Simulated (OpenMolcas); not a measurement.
# doublet C2H5Cl+ at 6 levels

Aim: a comparison of 6 runs (U-revPBE/6-311+G**, UB3LYP/6-311+G**, UBHLYP/6-311+G**, UM06-2X/6-311+G**, UPBE0/6-311+G**, UTPSS/6-311+G**) of doublet C2H5Cl+. 

The results are computed with OpenMolcas 26.06.

## (1) The molecule

The species is C2H5Cl+ (8 atoms), meant as a doublet with charge +1. SMILES of the parent species: `CCCl`. The shape is that of a PBE0-D4/def2-TZVP optimisation. That shape belongs to the parent species and isn't relaxed for this state.

Bond lengths: C1–C2 1.507 Å, C2–Cl3 1.788 Å, C1–H4 1.094 Å, C1–H5 1.091 Å, C1–H6 1.091 Å, C2–H7 1.089 Å, C2–H8 1.089 Å. Some angles: C1–C2–Cl3 111.4°, C1–C2–H7 111.9°, C1–C2–H8 111.9°, Cl3–C2–H7 106.3°, Cl3–C2–H8 106.3°, C2–C1–H4 109.6°, C2–C1–H5 111.0°, C2–C1–H6 111.0°, H7–C2–H8 108.7°, H4–C1–H5 108.4°.

## (2) The energy at U-revPBE/6-311+G(d,p) (run 1)

Input file test.input:

```
* C2H5Cl Kohn-Sham DFT

&GATEWAY
  BasLib
  $CurrDir
  Coord
  8
  angstrom
  C       -0.443010       0.585800      -0.310980
  C        0.277050      -0.619150       0.237130
  Cl       1.866810      -0.174460       0.923480
  H       -1.409310       0.279580      -0.722170
  H        0.135050       1.058950      -1.106120
  H       -0.620590       1.325030       0.471490
  H        0.475020      -1.361020      -0.535740
  H       -0.281020      -1.094720       1.042920
  Basis
  6-311pGss
  Group
  NoSym

&SEWARD
  GridInput
  Grid=UltraFine
  End of Grid

&SCF
  UHF
  Charge
  1
  Spin
  2
  KSDFT
  revPBE
  Thresholds
  1e-10 1e-07 1e-07 1e-05
  PrOrbitals
  1 2
```

The basis set 6-311+G** is read from a file made from the Basis Set Exchange's data (not shown).

Started as:

```sh
export MOLCAS_MEM=1860
pymolcas test.input > test.log
```

Standard output:

```text
--- Start Module: gateway ---
[...]
--- Stop Module: gateway /rc=_RC_ALL_IS_WELL_ ---
--- Start Module: seward ---
[...]
      Basis functions          104
--- Stop Module: seward /rc=_RC_ALL_IS_WELL_ ---
[...]
--- Start Module: scf ---
[...]
       Convergence after  26 Iterations
[...]
::    Total KS-DFT energy                            -538.9580819939
[...]
      Total spin, S                                     0.5007185160
[...]
      Total electronic charge=   33.000000
      Total            charge=    1.000000
[...]
      Dipole Moment (debye):
      Origin of the operator (angstrom)=    0.9620   -0.0983    0.4773
                   X= -1.9456E+00               Y= -7.1449E-01               Z= -8.1121E-01           Total=  2.2257E+00
      Center of Charge (angstrom)
[...]
--- Stop Module: scf /rc=_RC_ALL_IS_WELL_ ---
[...]
```

Wall time 95 s (1 thread of Arm Neoverse V1, shared host); peak memory 0.59 GiB.

## (3) A single-point energy at UB3LYP/6-311+G(d,p) (run 2)

Input file calc.inp:

```
* C2H5Cl Kohn-Sham DFT
&GATEWAY
BasLib
$CurrDir
Coord
8
angstrom
C       -0.443010       0.585800      -0.310980
C        0.277050      -0.619150       0.237130
Cl       1.866810      -0.174460       0.923480
H       -1.409310       0.279580      -0.722170
H        0.135050       1.058950      -1.106120
H       -0.620590       1.325030       0.471490
H        0.475020      -1.361020      -0.535740
H       -0.281020      -1.094720       1.042920
Basis
6-311pGss
Group
NoSym
&SEWARD
GridInput
Grid=UltraFine
End of Grid
&SCF
UHF
Charge
1
Spin
2
KSDFT
B3LYP
Thresholds
1e-10 1e-07 1e-07 1e-05
PrOrbitals
0
```

The basis set 6-311+G** is read from a file made from the Basis Set Exchange's data (not shown).

Started as:

```sh
export MOLCAS_MEM=1860
pymolcas calc.inp > calc.log
```

Standard output:

```text
--- Start Module: gateway ---
[...]
--- Stop Module: gateway /rc=_RC_ALL_IS_WELL_ ---
--- Start Module: seward ---
[...]
      Basis functions          104
--- Stop Module: seward /rc=_RC_ALL_IS_WELL_ ---
[...]
--- Start Module: scf ---
[...]
       Convergence after  21 Iterations
[...]
::    Total KS-DFT energy                            -539.0764112561
[...]
      Total spin, S                                     0.5012929009
[...]
      Total electronic charge=   33.000000
      Total            charge=    1.000000
[...]
      Dipole Moment (debye):
      Origin of the operator (angstrom)=    0.9620   -0.0983    0.4773
                   X= -1.4054E+00               Y= -9.0832E-01               Z= -5.1985E-01           Total=  1.7523E+00
      Center of Charge (angstrom)
[...]
--- Stop Module: scf /rc=_RC_ALL_IS_WELL_ ---
[...]
```

Wall time 79 s (1 thread of Arm Neoverse V1, shared host); peak memory 0.59 GiB.

Runs 3 to 4 aren't shown in full; the table further down has their settings and results.

## (4) The energy at UPBE0/6-311+G(d,p) (run 5)

Input file geom.xyz:

```xyz
8

C     -0.443010     0.585800    -0.310980
C      0.277050    -0.619150     0.237130
Cl     1.866810    -0.174460     0.923480
H     -1.409310     0.279580    -0.722170
H      0.135050     1.058950    -1.106120
H     -0.620590     1.325030     0.471490
H      0.475020    -1.361020    -0.535740
H     -0.281020    -1.094720     1.042920
```

Input file job.input:

```
&GATEWAY
BasLib=$CurrDir
Coord=geom.xyz
Basis=6-311pGss
Group=NoSym
&SEWARD
GridInput
Grid=UltraFine
End of Grid
&SCF
UHF
Charge=1
Spin=2
KSDFT=PBE0
Thresholds=1e-10 1e-07 1e-07 1e-05
PrOrbitals=1 2
```

The basis set 6-311+G** is read from a file made from the Basis Set Exchange's data (not shown).

Started as:

```sh
export MOLCAS_MEM=1860
pymolcas job.input > job.log
```

Standard output:

```text
--- Start Module: gateway ---
[...]
--- Stop Module: gateway /rc=_RC_ALL_IS_WELL_ ---
--- Start Module: seward ---
[...]
      Basis functions          104
--- Stop Module: seward /rc=_RC_ALL_IS_WELL_ ---
[...]
--- Start Module: scf ---
[...]
       Convergence after  22 Iterations
[...]
::    Total KS-DFT energy                            -538.8038564298
[...]
      Total spin, S                                     0.5015212355
[...]
      Total electronic charge=   33.000000
      Total            charge=    1.000000
[...]
      Dipole Moment (debye):
      Origin of the operator (angstrom)=    0.9620   -0.0983    0.4773
                   X= -1.2999E+00               Y= -9.3339E-01               Z= -4.6507E-01           Total=  1.6665E+00
      Center of Charge (angstrom)
[...]
--- Stop Module: scf /rc=_RC_ALL_IS_WELL_ ---
[...]
```

It took 80 s on 1 thread of Arm Neoverse V1, shared host; peak memory 0.59 GiB.

## (5) The energy at UTPSS/6-311+G(d,p) (run 6)

Input file input.xyz:

```xyz
8

C     -0.443010     0.585800    -0.310980
C      0.277050    -0.619150     0.237130
Cl     1.866810    -0.174460     0.923480
H     -1.409310     0.279580    -0.722170
H      0.135050     1.058950    -1.106120
H     -0.620590     1.325030     0.471490
H      0.475020    -1.361020    -0.535740
H     -0.281020    -1.094720     1.042920
```

Input file mol.input:

```
&GATEWAY
BasLib
$CurrDir
Coord
input.xyz
Basis
6-311pGss
Group
NoSym
&SEWARD
GridInput
Grid=UltraFine
End of Grid
&SCF
UHF
Charge
1
Spin
2
KSDFT
2
1.0 MGGA_X_TPSS
1.0 MGGA_C_TPSS
Thresholds
1e-10 1e-07 1e-07 1e-05
PrOrbitals
1 2
```

The basis set 6-311+G** is read from a file made from the Basis Set Exchange's data (not shown).

Started as:

```sh
export MOLCAS_MEM=1860
pymolcas mol.input > mol.log
```

Standard output:

```text
--- Start Module: gateway ---
[...]
--- Stop Module: gateway /rc=_RC_ALL_IS_WELL_ ---
--- Start Module: seward ---
[...]
      Basis functions          104
--- Stop Module: seward /rc=_RC_ALL_IS_WELL_ ---
[...]
--- Start Module: scf ---
[...]
       Convergence after  26 Iterations
[...]
::    Total KS-DFT energy                            -539.1002359983
[...]
      Total spin, S                                     0.5010569018
[...]
      Total electronic charge=   33.000000
      Total            charge=    1.000000
[...]
      Dipole Moment (debye):
      Origin of the operator (angstrom)=    0.9620   -0.0983    0.4773
                   X= -1.8335E+00               Y= -7.7446E-01               Z= -7.4740E-01           Total=  2.1260E+00
      Center of Charge (angstrom)
[...]
--- Stop Module: scf /rc=_RC_ALL_IS_WELL_ ---
[...]
```

Wall time 2.6 min (1 thread of Arm Neoverse V1, shared host); peak memory 0.59 GiB.

## (6) Overview of the runs

```csv
run,level,energy (Eh),HOMO energy (eV),LUMO energy (eV),⟨S²⟩,wall time
1,U-revPBE/6-311+G**,-538.958082,-14.35,-14.22,0.751,95 s
2,UB3LYP/6-311+G**,-539.076411,-15.78,-13.78,0.753,79 s
3,UBHLYP/6-311+G**,-539.000556,-17.52,-12.38,0.754,77 s
4,UM06-2X/6-311+G**,-538.987819,-17.48,-12.59,0.753,2.1 min
5,UPBE0/6-311+G**,-538.803856,-16.07,-13.51,0.753,80 s
6,UTPSS/6-311+G**,-539.100236,-14.57,-14.29,0.752,2.6 min
```

## (7) What came out

```
                                 quantity          value
                      run 6: total energy  -539.10024 Eh
run 6: HOMO energy (highest over α and β)      -14.57 eV
 run 6: LUMO energy (lowest over α and β)      -14.29 eV
                              run 6: ⟨S²⟩          0.752
```

What this shows: Totals of different functionals can't be ranked against each other. All runs together took 10 min, the longest 2.6 min.
